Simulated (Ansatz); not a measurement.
Ansatz results at the PBE0-D4/def2-TZVP geometry: HOMO–LUMO gap (B3LYP/def2-TZVPP) 6.84 eV; HOMO energy (PBE/def2-TZVPP) -5.71 eV; LUMO energy (PBE0/def2-TZVPP) 0.15 eV.

(1) Which molecule gave them?
A. `C/C=N/C`
B. `BN=C`
C. `NC1CC1`
D. `C1CNC1`

Results:

(1) A. The others give `NC1CC1`: 7.60, -5.44, 1.31; `C1CNC1`: 7.14, -5.04, 1.23; `BN=C`: 6.53, -6.64, -0.91.

B3LYP here is the variant with VWN-RPA as its local correlation; programs differ in this.
